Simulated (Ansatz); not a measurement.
Molecule: C$_{5}$H$_{4}$N, net charge 0, doublet state. It need not be the lowest isomer of its formula. 
Geometry from a B3LYP-D3(BJ)/def2-TZVP (Ansatz, a first-principles code) optimisation:
```xyz
10

N     -0.0103    -0.0614     1.3755
C      0.0111    -0.0508    -1.4211
C     -0.0095     1.0781     0.6871
C     -0.0006    -1.2201     0.6987
C      0.0099    -1.1984    -0.6747
C      0.0009     1.1460    -0.7023
H      0.0195    -0.0579    -2.5041
H     -0.0176     1.9883     1.2770
H     -0.0015    -2.1334     1.2804
H      0.0011     2.1033    -1.2084
```
Charge 0, spin multiplicity 2.

Parts of the frozen-core correlation energy in 6-31G (Ansatz, hartree). Frozen orbitals: 6; correlated occupied orbitals by spin: 15 and 14; virtual: 41 and 42. UHF or UKS for open shells. No spin-orbit coupling. Non-relativistic. The program attaches cautions to this run: large difference.

```
term                            value
-------------------------  ----------
reference (HF)             -245.95415
MP2 opposite-spin            -0.34134
MP2 same-spin                -0.12046
CCSD correlation             -0.53550
(T)                          -0.02256
T1 diagnostic                   0.050
largest doubles amplitude       0.091
<S^2> of the reference          1.452
```
